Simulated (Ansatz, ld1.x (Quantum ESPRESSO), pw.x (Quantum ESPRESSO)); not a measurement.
# K (bcc): variants of one TM potential in the solid

- Element: potassium
- Generator: ld1.x (Quantum ESPRESSO) 7.5
- Type: norm-conserving Troullier–Martins (Kleinman–Bylander form)
- Functional: PBEsol
- Relativity: scalar-relativistic
- Frozen core: [Ar]
- Valence charge: 1
- Reference configuration: 4s1 4p0
- Partial waves: 4s (bound): rc 4.20 bohr; 4p (bound, empty): rc 3.20 bohr; 3d channel at 0.25 Ry: rc 4.20 bohr
- Local potential: all-electron potential smoothed inside 3.55 bohr (lloc = -1)
- Core correction: none

Crystal test: bcc K in pw.x 7.5, no spin, 9³ k-points, Fermi–Dirac smearing 0.01 Ry, cutoffs set for each file from its atomic test. The reference is all-electron LAPW (Ansatz 0.2.0) with the same functional, mesh and smearing; V0 and B0 come from Birch–Murnaghan fits to the pressures at five volumes. Errors are pseudo minus all-electron; Δ is the rms difference of the E(V) curves that follow from these fits, minima aligned, over ±6 % about the mean V0. Mesh and smearing are coarse, so the numbers serve the comparison and aren't converged zero-temperature values; the lattice is a test structure that the element need not adopt.

All-electron: a0 = 5.222 Å (V0 = 71.21 Å³/atom), B0 = 3.6 GPa.

Base: This is a poor potential for the solid. The logarithmic derivative shows an extra or strongly shifted pseudo pole above the reference energy (s near 0.64 Ry, p near 1.70 Ry).

2 further variants are left out: they gave no file fit for a test, a broken result, the same result as the base, or pressures whose basis-set error rivals the error shown.

A dash in a converged row means that the minimum lies outside the volumes sampled.

```csv
change,cutoffs (Ry),pw.x,a0 (Å),a0 error (%),B0 error (%),Δ (meV/atom),mean pressure error (GPa)
base,35/140,converged,5.255,+0.63,-11.0,1.0,+0.06
local potential all-electron potential smoothed inside 2.85 bohr (lloc = -2),35/140,converged,5.264,+0.80,-11.5,1.3,+0.08
wave 4s (bound): rc 4.20 bohr becomes 4s (bound): rc 4.34 bohr,35/140,converged,5.255,+0.62,-10.7,1.0,+0.06
```

Task: Give the row for: all radii scaled by about 1.31 (s 5.50, p 4.18, d 5.50 bohr); local potential all-electron potential smoothed inside 4.64 bohr (lloc = -1).

Result: pw.x: converged; mean pressure error (GPa): -0.95.
